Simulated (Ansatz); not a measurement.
Debugging a single point from an input written key by key of C3H6F2S, SMILES CC(F)(F)CS (the Python package of Ansatz (0.2.0)).

Input file `c3h6f2s.yaml`:
```yaml
crystal:
  periodic: [false, false, false]
  atoms:
    - { symbol: C, position_ang: [-0.9914, -0.8715, -0.2529] }
    - { symbol: C, position_ang: [-0.5635, 0.5119, 0.1947] }
    - { symbol: F, position_ang: [-1.3023, 1.4249, -0.4989] }
    - { symbol: F, position_ang: [-0.898, 0.6784, 1.5008] }
    - { symbol: C, position_ang: [0.9134, 0.8438, -0.0132] }
    - { symbol: S, position_ang: [2.1012, -0.2685, 0.8153] }
    - { symbol: H, position_ang: [-0.5528, -1.6564, 0.3694] }
    - { symbol: H, position_ang: [-2.0795, -0.9659, -0.1712] }
    - { symbol: H, position_ang: [-0.7255, -1.0469, -1.2998] }
    - { symbol: H, position_ang: [1.1027, 1.8546, 0.3631] }
    - { symbol: H, position_ang: [1.1449, 0.8549, -1.0836] }
    - { symbol: H, position_ang: [1.8508, -1.3593, 0.0763] }
basis:
  gaussian: { orbitals: def2-SVP }
hamiltonian:
  xc: pbe0
output:
  forces: true
scf:
  xc: pbe0
```

`c3h6f2s_deck.py`:
```python
"""C3H6F2S through the session interface."""

import ansatz as az
import numpy as np

session = az.Session.from_deck("c3h6f2s.yaml")
data = session.plan(threads=1).execute().report

for key in ("converged", "free_energy_ev", "reference_energy_ev", "n_frozen", "n_occupied", "n_virtual"):
    print(f"{key:22s} {data[key]}")
symbols = ["C", "C", "F", "F", "C", "S", "H", "H", "H", "H", "H", "H"]
field = data["mean_field"]
print("<S^2> =", round(abs(field["state"]["spin_squared"]), 4), " all-electron relativity setting:", field["relativity"])
print("passes:", field["passes"])
if "symmetry" in field:
    print("occupied orbitals by irrep:", field["symmetry"]["occupied"])

print("forces (eV/A)")
for symbol, f in zip(symbols, data["forces_ev_ang"]):
    print(f"  {symbol:2s} {f[0]:9.4f} {f[1]:9.4f} {f[2]:9.4f}")
charges = data["charge_distribution"]
print("dipole moment", round(4.803205 * float(np.linalg.norm(charges["dipole_moment_e_ang"])), 3), "D")
print("Mulliken:", [(s, round(q, 3)) for s, q in zip(symbols, charges["mulliken_charges_e"])])
```

```console
$ python c3h6f2s_deck.py
Traceback (most recent call last):
  File "c3h6f2s_deck.py", line 6, in <module>
    session = az.Session.from_deck("c3h6f2s.yaml")
ansatz.RefusalError: YAML parse error: error: line 23 column 3: unknown field `xc`, expected one of max_iter, algorithm, n_extra_bands, self_checks, convergence, lower_state_search, omitted_lower_state_checks, lower_solution_reach, mixing, occupations, eigensolver, initial_density, exx
  --> <input>:23:3
   |
21 |   forces: true
22 | scf:
23 |   xc: pbe0
   |   ^ unknown field `xc`, expected one of max_iter, algorithm, n_extra_bands, self_checks, convergence, lower_state_search, omitted_lower_state_checks, lower_solution_reach, mixing, occupations, eigensolver, initial_density, exx
$ echo $?
1
```

Why does it end like this?

The fault: key in wrong section. The correction:

```diff
--- c3h6f2s.yaml
+++ c3h6f2s.yaml
@@ -22,2 +21,0 @@
-scf:
-  xc: pbe0
```

With that change:

```console
$ python c3h6f2s_deck.py
converged              True
free_energy_ev         -19455.648149275436
reference_energy_ev    -19455.648149275436
n_frozen               0
n_occupied             [29, 29]
n_virtual              [89, 89]
<S^2> = 0.0  all-electron relativity setting: none
passes: {'evaluations': 15, 'products': 12}
occupied orbitals by irrep: [{'A': 29}, {'A': 29}]
forces (eV/A)
  C    -0.0889    0.0615    0.0521
  C    -0.1884   -0.4087    0.0280
  F     0.2202    0.1179   -0.0605
  F     0.1729   -0.0029   -0.0813
  C     0.0168   -0.3772   -0.0265
  S    -0.1521    0.4193    0.2523
  H     0.1950    0.0010    0.1232
  H    -0.1443    0.1543    0.0682
  H     0.1194    0.0322   -0.1576
  H     0.0207    0.1009    0.1811
  H    -0.1459    0.0462   -0.1750
  H    -0.0254   -0.1445   -0.2040
dipole moment 2.339 D
Mulliken: [('C', -0.078), ('C', 0.335), ('F', -0.231), ('F', -0.223), ('C', -0.178), ('S', -0.085), ('H', 0.059), ('H', 0.07), ('H', 0.052), ('H', 0.105), ('H', 0.093), ('H', 0.08)]
```

Total energies depend on the basis set; only differences at equal settings carry meaning. The geometry is a force-field or estimated start, not a minimum of this method, and the basis set is short of its limit. It ran for 6.9 s on 1 thread of Arm Neoverse V2, on a shared host, peak memory 0.29 GiB.
